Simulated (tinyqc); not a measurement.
Inside a calculation. Method: extended Hueckel theory, for PH3. One step of it, computed by the program tinyqc.

Question. Wolfsberg-Helmholz matrix. H_ij = K' S_ij (H_ii + H_jj)/2 for i != j (the diagonal keeps H_ii), with K' = 1.75.

overlap S, order 1P 3s, 1P 3px, 1P 3py, 1P 3pz, 2H 1s, 3H 1s, 4H 1s:
```
[[1.000000, 0.000000, 0.000000, 0.000000, 0.377623, 0.377880, 0.377880],
 [0.000000, 1.000000, 0.000000, 0.000000, 0.510278, -0.255129, -0.255129],
 [0.000000, 0.000000, 1.000000, 0.000000, 0.000000, 0.442052, -0.442052],
 [0.000000, 0.000000, 0.000000, 1.000000, -0.166163, -0.166276, -0.166276],
 [0.377623, 0.510278, 0.000000, -0.166163, 1.000000, 0.051003, 0.051003],
 [0.377880, -0.255129, 0.442052, -0.166276, 0.051003, 1.000000, 0.051024],
 [0.377880, -0.255129, -0.442052, -0.166276, 0.051003, 0.051024, 1.000000]]
```

diagonal H_ii (eV): [-18.600000, -14.000000, -14.000000, -14.000000, -13.600000, -13.600000, -13.600000]

K = 1.750000

Give: H.

Answer.

H (eV), order 1P 3s, 1P 3px, 1P 3py, 1P 3pz, 2H 1s, 3H 1s, 4H 1s:
```
[[-18.6000, 0.0000, 0.0000, 0.0000, -10.6395, -10.6468, -10.6468],
 [0.0000, -14.0000, 0.0000, 0.0000, -12.3232, 6.1614, 6.1614],
 [0.0000, 0.0000, -14.0000, 0.0000, 0.0000, -10.6755, 10.6755],
 [0.0000, 0.0000, 0.0000, -14.0000, 4.0128, 4.0156, 4.0156],
 [-10.6395, -12.3232, 0.0000, 4.0128, -13.6000, -1.2139, -1.2139],
 [-10.6468, 6.1614, -10.6755, 4.0156, -1.2139, -13.6000, -1.2144],
 [-10.6468, 6.1614, 10.6755, 4.0156, -1.2139, -1.2144, -13.6000]]
```
